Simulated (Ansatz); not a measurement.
We consider bcc Li, described by PBE in Ansatz (plane waves, PAW).

Numerical settings: plane-wave cutoff 520 eV, 16×16×16 k mesh, Fermi–Dirac smearing 0.1 eV, perturbation theory, scalar-relativistic PAW data made under PBE.

Computed at the level's own relaxed cell.

```cif
data_Li
_chemical_formula_sum 'Li1'
_space_group_name_H-M_alt 'P 1'
_space_group_IT_number 1
_cell_length_a 2.97452
_cell_length_b 2.97452
_cell_length_c 2.97452
_cell_angle_alpha 109.471
_cell_angle_beta 109.471
_cell_angle_gamma 109.471
loop_
_space_group_symop_operation_xyz
  'x, y, z'
loop_
_atom_site_label
_atom_site_type_symbol
_atom_site_fract_x
_atom_site_fract_y
_atom_site_fract_z
_atom_site_occupancy
Li1 Li 0.00000 0.00000 0.00000 1
```

Harmonic phonon frequencies (cm⁻¹; i marks an imaginary mode):

| q point | frequencies |
|---|---|
| H | 331 331 331 |
| N | 57 191 321 |
| P | 262 262 262 |

No imaginary mode appears at these points.

Ansatz is a first-principles code.
